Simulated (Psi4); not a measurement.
Reaction (SMILES): Cl[C]Cl (closed-shell singlet) + 3 [H][H] (H2) → C (CH4) + 2 Cl (HCl)
B3LYP-D3(BJ)/def2-TZVP geometries, fixed; electronic energies without zero-point terms.
Largest species:
```xyz
5

C      0.0000     0.0000     0.0000
H      0.6205     0.6269     0.6390
H     -0.6429    -0.6249     0.6185
H      0.6369    -0.6328    -0.6166
H     -0.6146     0.6308    -0.6409
```
Charge 0, spin multiplicity 1.

Basis-set convergence of the energy of full hydrogenation at PBE0 with Psi4. Cartesian d functions, on some or all atoms, in 6-31G*; all else is spherical. Density fitting with the program's default auxiliary sets. Psi4's default fitting sets serve the pcseg sets less well. No added dispersion term, no relativity. Functions are those of the species that has most. Reference: the value in aug-cc-pV(Q+d)Z, -134.25 kcal/mol, itself unsure by roughly 0.04 kcal/mol (its mean distance from def2-QZVPPD, def2-QZVPP, cc-pV(Q+d)Z). Deviations are taken from unrounded values. Cost is core time over that of STO-3G, rough, on shared machines of one kind.

| basis | functions | energy of full hydrogenation (kcal/mol) | minus reference (kcal/mol) | cost |
|---|---|---|---|---|
| STO-3G | 23 | -130.65 | 3.60 | 1× |
| pcseg-0 | 35 | -155.23 | -20.98 | 1× |
| def2-SV(P) | 50 | -127.07 | 7.17 | 1× |
| def2-SVP | 50 | -139.67 | -5.42 | 2× |
| pcseg-1 | 50 | -140.15 | -5.90 | 1× |
| 6-31G* | 53 | -132.76 | 1.49 | 1× |
| 6-311G** | 70 | -140.02 | -5.77 | 1× |
| aug-cc-pV(D+d)Z | 87 | -136.76 | -2.51 | 2× |
| 6-311++G(2d,2p) | 97 | -136.34 | -2.09 | 1× |
| pcseg-2 | 98 | -135.22 | -0.97 | 2× |
| def2-TZVPP | 115 | -133.97 | 0.28 | 2× |
| jun-cc-pV(T+d)Z | 135 | -134.63 | -0.38 | 2× |
| aug-pcseg-2 | 146 | -134.83 | -0.59 | 2× |
| aug-cc-pV(T+d)Z | 156 | -134.61 | -0.36 | 3× |
| cc-pV(Q+d)Z | 183 | -134.28 | -0.04 | 3× |
| pcseg-3 | 192 | -134.38 | -0.13 | 3× |
| aug-cc-pV(Q+d)Z | 264 | -134.25 | 0.00 | 4× |
| aug-pcseg-3 | 281 | -134.30 | -0.05 | 4× |
